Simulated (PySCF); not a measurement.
Gas-phase reaction: Al2H6 + 3 N2H2 ⇌ 2 AlH3.NH3 + 2 N2

Method: PySCF energies plus ideal-gas RRHO corrections (1 bar). † marks an energy on the PBE0/def2-TZVP geometry and frequencies; other levels use their own. MP2 freezes the core. All species are closed-shell singlets. Adducts (AlH3.NH3) have no counterpoise correction, and HF, PBE, BLYP, B3LYP and PBE0 lack dispersion. Al2H6, AlH3.NH3: computed as isolated molecules; such fragments, hydroxides, amides, oligomers or adducts are transient or little studied in the gas. MP2 isn't extrapolated to the basis-set limit; its ΔH°(298 K) is -859.6 kJ in def2-SVP and -832.7 kJ in def2-TZVPP. The harmonic model lacks anharmonicity and excited electronic states, which grow with temperature; levels with a mode under 35 cm⁻¹ are left out.

| level | ΔE electronic, kJ | ΔH°(298 K), kJ | ΔS°(298 K), J/K | ΔG°(1600 K), kJ |
|---|---|---|---|---|
| M06-2X/def2-TZVP† | -778 | -776 | -6 | -795 |
| MP2/def2-TZVPP† | -835 | -833 | -6 | -852 |
| PBE/def2-SVP | -707 | -702 | -7 | -720 |
| r2SCAN/def2-TZVP† | -748 | -746 | -6 | -765 |
| LDA/def2-TZVP† | -682 | -680 | -6 | -699 |
| ωB97M-V/def2-TZVP† | -768 | -765 | -6 | -784 |
| ωB97X-V/def2-TZVP† | -758 | -756 | -6 | -775 |
ΔH° is lowest at MP2/def2-TZVPP† and highest at LDA/def2-TZVP†. No reference value is set beside these.
